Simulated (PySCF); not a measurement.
## Relaxation of singlet SO₂F₂

All numbers come from PBE0 in PySCF with S def2-TZVP, O def2-TZVP, F def2-TZVP; no relativity; density-fitted integrals. A (50,194) grid was used.

A hand-made tetrahedral start, of C2v symmetry, held to at least that symmetry:

Coordinates in bohr (charge 0 multiplicity 1):
```
S     0.0000    0.0000   -0.1621
O     0.0000    2.3300   -1.8094
O     0.0000   -2.3300   -1.8094
F     2.5768    0.0000    1.6598
F    -2.5768    0.0000    1.6598
```

Problem. What forces act on the atoms at the start (eV/Å)?

Solution. 
```csv
atom,Fx,Fy,Fz
S1,0.00,0.00,-6.88
O2,0.00,-3.29,4.52
O3,0.00,3.29,4.52
F4,-3.34,0.00,-1.08
F5,3.34,0.00,-1.08
```

Problem. What does it relax to?

Solution. It ends at C2v with S–F 1.539 Å (×2), S–O 1.404 Å (×2); F–S–F 95.6°, F–S–O 108.1° (×4), O–S–O 124.9° (after a last refinement on a finer grid). A frequency run shows a minimum. Other isomers or separated fragments may lie lower.

Problem. How much energy is released, and in how many steps?

Solution. 177.4 kJ/mol in 6 steps.

The relaxation took 16 s on 4 threads of a shared Arm Neoverse V1 host, with 161 basis functions and 8 gradients; the process peaked at 1 GiB. Launch command: `OMP_NUM_THREADS=4 python axn.py task.json out`.
